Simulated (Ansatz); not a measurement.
One stationary structure of C. Space group Fd-3m (No. 227), diamond type. All values below come from r2SCAN (plane waves to 500 eV, PAW, scalar-relativistic; Ansatz, a quantum-chemistry and plane-wave program).

Space group Fd-3m, origin choice 1 (No. 227); a = b = c = 3.5603 Å, α = β = γ = 90.00°

```csv
atom,site,symmetry,x,y,z
C,8a,-43m,0.0000,0.0000,0.0000
```
(The calculation used a cell of 2 atoms; values per cell refer to that cell.)

Q: Predict the band gap from r2SCAN.

A: 4.36 eV, indirect (valence top at Γ, conduction bottom at 71 % of the way from Γ to X) (no spin-orbit coupling).

Q: Predict the smallest direct gap from r2SCAN.

A: 5.90 eV at Γ.

No spin polarisation in the result.

Measured for C: a 3.553 Å (static lattice; corrected from measurement; as listed in Daniel Mejia-Rodriguez, S. B. Trickey, Phys. Rev. B (2018)); gap 5.85 eV (static lattice; corrected from measurement; as listed in Wei Chen et al., Physical Review Materials (2018)). Computed minus measured — a: r2SCAN +0.2 %; gap: r2SCAN -1.49 eV. The computed values are for a static lattice, and a measured gap can be an optical one, lowered by exciton binding.

The run could not lose the symmetry of its start.

All atoms sit on sites fixed by symmetry, so only the cell could relax.
